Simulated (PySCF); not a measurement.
C₄H₅Cl (charge +1 and doublet state).
Geometry (GFN2-xTB, Å), atoms numbered from 1 in this order:
```
atom  x, y, z in Å
C1    -1.869   -0.088   -0.050
C2    -0.587    0.322   -0.267
C3     0.519   -0.360    0.286
C4     1.842   -0.007    0.113
Cl5    2.363    1.290   -0.786
H6    -2.092   -0.954    0.557
H7    -2.708    0.440   -0.478
H8    -0.400    1.194   -0.881
H9     0.320   -1.232    0.899
H10    2.621   -0.600    0.584
```

The hyperfine couplings belong to this conformer and change with its torsions.

The species is `[CH2+][CH]/C=C\Cl` [radical] (charge +1).

Level of theory: PySCF 2.14.0, UKS B3LYP, pcH-1 on C Cl H, non-relativistic, mean-field spin-orbit, GIAO. The structure is a single GFN2-xTB conformer in the gas phase; no vibrational or solvent corrections. Couplings are sensitive to structure, and on GFN2-xTB geometries they can be far from those on DFT ones, by a factor of two or more for some ions and for spin on atoms past the first row. Stability of the SCF solution: not tested.

(1) Break the g tensor into its mass correction, gauge correction and orbital-Zeeman/spin–orbit terms.

(2) What effective moment and Curie constant follow for a powder?

(3) At 33.981 GHz, how far is the centre of the isotropic spectrum from where a free electron (g = 2.002319) resonates?

(4) In a frozen sample, at which fields do the three g values resonate at 9.5, 34, 94 and 263 GHz (hyperfine left aside), and which band first spreads them over more than twice a line width of 0.3 mT?

## Answers

(1) 
```json
{"Δg (ppt)": "relativistic mass correction", "1": "-0.17", "2": "-0.17", "3": "-0.17"}
{"Δg (ppt)": "gauge correction", "1": "0.00", "2": "0.04", "3": "0.04"}
{"Δg (ppt)": "orbital Zeeman/spin–orbit", "1": "-0.18", "2": "5.98", "3": "12.35"}
{"Δg (ppt)": "total", "1": "-0.35", "2": "5.85", "3": "12.21"}
```

So g = 2.00197, 2.00817, 2.01453 and g_iso = 2.00822; the tensor is rhombic: the two nearest values differ by 49 % of g3 − g1. Axes: g1 is normal to the molecular plane, g2 points within 10° of the C1–H7 bond and g3 points within 12° of the C4–Cl5 bond.

(2) With the mean of g² = 4.0330 and S(S+1) = 0.75: μ_eff = √(⟨g²⟩S(S+1)) = 1.739 μB and χT = 0.12505·⟨g²⟩·S(S+1) = 0.378 cm³ K/mol (cgs; spin-Hamiltonian part alone).

(3) B = hν/(g μB) with μB/h = 13.99624 MHz/mT gives 1212.53 mT for the free electron and 1208.96 mT at g_iso, 3.57 mT lower.

(4) 
```json
{"band": "X", "GHz": "9.5", "B(g3) mT": "336.93", "B(g2) mT": "338.00", "B(g1) mT": "339.04", "spread mT": "2.11"}
{"band": "Q", "GHz": "34.0", "B(g3) mT": "1205.85", "B(g2) mT": "1209.67", "B(g1) mT": "1213.42", "spread mT": "7.57"}
{"band": "W", "GHz": "94.0", "B(g3) mT": "3333.82", "B(g2) mT": "3344.38", "B(g1) mT": "3354.74", "spread mT": "20.92"}
{"band": "J", "GHz": "263.0", "B(g3) mT": "9327.60", "B(g2) mT": "9357.14", "B(g1) mT": "9386.14", "spread mT": "58.54"}
```

The spread grows in proportion to the frequency. X band is the first where it exceeds 0.6 mT.

The Mulliken spin populations are largest on C1 (+0.44), C4 (+0.30), Cl5 (+0.16) and C3 (+0.15).

The HOMO–LUMO gaps are 4.88 eV among the α and 3.74 eV among the β orbitals.

The SMILES draws the unpaired electron on C2; the largest computed Mulliken spin population is on C1 (0.44 against 0.01).
